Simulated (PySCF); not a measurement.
Working out the ionisation energy of S

S [Ne] 3s2 3p4 (3P) → S+ [Ne] 3s2 3p3 (4S). All numbers are calculated (PySCF 2.14, the spin-free X2C one-electron Hamiltonian (Gaussian nucleus), in cc-pVDZ-DK (4s3p1d, 18 functions)). Frozen: [Ne]. Energies in hartree (1 hartree = 27.21139 eV):

```csv
part,S (lower),S+ (upper)
UHF,-398.576681,-398.239309
CCSD correlation,-0.102590,-0.086257
(T),-0.001131,-0.000903
```

Task: What does Hartree-Fock give?

Result: (-398.239309) − (-398.576681) = 0.337372 hartree = 9.180 eV.

Task: What do CCSD and CCSD(T) give?

Result: The CCSD correlation energies differ by 0.016333 hartree = 0.444 eV and the triples by 0.000228 hartree = 0.006 eV, so CCSD gives 9.624 eV and CCSD(T) 9.630 eV.

Measured between the centres of the two terms (NIST): 10.336 eV, so CCSD(T) (valence) is off by -0.706 eV.

A double-zeta basis recovers only part of the correlation energy.

What remains against the reference includes basis incompleteness, the frozen core and higher excitations.
